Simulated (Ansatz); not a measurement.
Born–Oppenheimer molecular dynamics of ClH3Si (5 atoms, charge 0, multiplicity 1). It starts from a relaxed structure.

Computed with RKS CAM-B3LYP-D4/def2-SVP in Ansatz 0.2.0.

- ensemble: NVE (velocity Verlet)
- time step: 0.5 fs
- steps asked: 250
- starting velocities drawn for: 700 K
- seed: 895792

First frame:

```xyz
5
Properties=species:S:1:pos:R:3
Si 0.000 0.000 0.010
Cl 0.000 0.000 2.077
H 1.403 0.000 -0.471
H -0.701 1.215 -0.472
H -0.701 -1.215 -0.472
```

What does the run give?

All steps were run.

| Property | Result |
| --- | --- |
| steps done | 250 |
| time covered | 125 fs |
| mean temperature over the second half | 358 K |
| spread of the potential energy over the second half | 13.0 meV per atom |
| mean potential energy of the second half above the start | 26.7 meV per atom |

The conserved energy stayed within 0.38 meV per atom of its start (net change 0.021 meV per atom), so the integration is sound. Over the second half the temperature averaged 0.51 of the 700 K drawn at the start: a run that starts near a minimum puts about half its kinetic energy into the potential. A run of 0.12 ps of so small a system gives no equilibrium averages.

What happens to the structure?

The same pairs are bonded in the first frame and the last. Pairs count as bonded within 1.25 times the sum of covalent radii (0.12 Å more for H–H). Another seed would give other details.

How do temperature and energy run in time?


```
time (fs)  T (K)  potential energy less start (eV)  conserved less start (meV/atom)
      0.0    700                             0.000                             0.00
      6.0    471                             0.089                             0.04
     12.0    101                             0.234                             0.27
     18.0    205                             0.194                             0.36
     24.0    365                             0.131                             0.25
     30.0    541                             0.062                             0.02
     36.0    405                             0.115                             0.02
     42.0    240                             0.180                             0.22
     48.0    357                             0.135                             0.33
     54.0    258                             0.173                             0.29
     60.0    310                             0.152                             0.07
     66.0    497                             0.079                             0.02
     72.0    488                             0.083                             0.16
     78.0    300                             0.156                             0.29
     84.0     77                             0.243                             0.32
     90.0    285                             0.162                             0.14
     96.0    585                             0.045                             0.05
    102.0    568                             0.052                             0.10
    108.0    201                             0.195                             0.23
    114.0     43                             0.257                             0.33
    120.0    431                             0.105                             0.20
```

The run took 3.9 min on 1 thread of Arm Neoverse V2 (shared host), peak memory 0.1 GiB.
